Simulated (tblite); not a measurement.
Compound: PO2 (charge +1).
Bonds: O1–P2 (double), P2–O3 (double).

Computed with GFN2-xTB (tblite): harmonic, unscaled wavenumbers at the GFN2-xTB geometry, gas phase. The method is semi-empirical: single wavenumbers can be off by several per cent or more.

Q: How many normal modes are there?

A: 3 atoms, linear: 3N − 5 = 4.

Q: What is the point group of the computed structure, and how do the modes divide by symmetry?

A: D∞h. The vibrations span 1 σg+ + 1 σu+ + 1 πu.

Q: How many distinct wavenumbers does the calculation give?

A: 3, with degenerate components joined.

Q: How many fundamentals are allowed in the infrared by symmetry?

A: 2 of 3, those that transform like x, y or z. With a centre of inversion no fundamental is allowed in both infrared and Raman spectra.

Q: What thermal excitation has the softest real mode at 200 K?

A: θ = hcν̃/k = 439 K for 305.4 cm⁻¹, so N1/N0 = 0.11 and ⟨v⟩ = 1/(exp(θ/T) − 1) = 0.13, for each component of the degenerate mode taken as one oscillator.

Hardware: one thread, Arm Neoverse V1 (aarch64), shared host with 64 logical CPUs at a one-minute load of 13. Cost: under 0.1 s. This covers the Hessian and the dipole derivatives.
